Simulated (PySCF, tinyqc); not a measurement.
LCCD on RHF in the sto-3g basis, frozen core, for LiH, spin multiplicity 1, step by step. The lowest restricted solution is unstable here: a spin-polarised one lies 0.0243 hartree lower (PySCF). One step of it, computed by the program tinyqc.

Problem. Orthogonalisation. S = U s U^T; symmetric (Loewdin) form X = U s^(-1/2) U^T, so that X^T S X = 1.

overlap S:
```
           1Li 1s    1Li 2s   1Li 2px   1Li 2py   1Li 2pz     2H 1s
1Li 1s   1.000000  0.241137  0.000000  0.000000  0.000000  0.009019
1Li 2s   0.241137  1.000000  0.000000  0.000000  0.000000  0.204202
1Li 2px  0.000000  0.000000  1.000000  0.000000  0.000000  0.000000
1Li 2py  0.000000  0.000000  0.000000  1.000000  0.000000  0.000000
1Li 2pz  0.000000  0.000000  0.000000  0.000000  1.000000  0.305305
2H 1s    0.009019  0.204202  0.000000  0.000000  0.305305  1.000000
```

Give: eigenvalues of S; X.

Solution.

eigenvalues of S: 0.605  0.812  1.000  1.000  1.181  1.402

X:
```
         1Li 1s  1Li 2s  1Li 2px  1Li 2py  1Li 2pz   2H 1s
1Li 1s    1.023  -0.128    0.000    0.000   -0.004   0.016
1Li 2s   -0.128   1.041    0.000    0.000    0.027  -0.115
1Li 2px   0.000   0.000    1.000    0.000    0.000   0.000
1Li 2py   0.000   0.000    0.000    1.000    0.000   0.000
1Li 2pz  -0.004   0.027    0.000    0.000    1.039  -0.167
2H 1s     0.016  -0.115    0.000    0.000   -0.167   1.057
```
